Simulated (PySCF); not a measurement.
Beryllium: a sound run and one with changed settings

Sound run: Be [He] 2s2, Be⁺ [He] 2s1. All numbers are calculated (PySCF 2.14, scalar relativity by spin-free X2C-1e, in cc-pVTZ-DK). In the sound run the correlated levels freeze 1s2. The sound run starts from symmetry-adapted Hartree-Fock orbitals and uses a fine grid where one is needed.

Changed run: initial guess 1e, at most 50 SCF cycles.

```tsv
species	method	sound run (hartree)	changed run (hartree)	converged
Be	UHF	-14.57539	-14.57539	yes
Be	B3LYP	-14.67509	-14.67509	yes
Be	CCSD(T)	-14.62093	-14.62093	yes
Be⁺	PBE	-14.30071	-14.30071	yes
```

Here the plain start reaches the same solutions.
